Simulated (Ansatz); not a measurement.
Job for Ansatz (a program for electronic structure): U-CCSD(T)/cc-pVDZ on H (SMILES [H]), 2S+1 = 2.

Ansatz 0.2 input:
```yaml
crystal:
  periodic: [false, false, false]
  atoms:
    - {symbol: H, position_ang: [0.00000000, 0.00000000, 0.00000000]}
basis:
  gaussian:
    orbitals: cc-pVDZ
magnetization: {spin_polarized: true, initial_magnetization: 1}
correlation: {method: ccsd_t, electrons: outside_noble_gas}
scf: {omitted_lower_state_checks: [cluster_reference]}
```

Problem. Give the final energy of this run.

Solution. -0.4993 hartree (reference determinant -0.4993, T1 diagnostic 0.000).
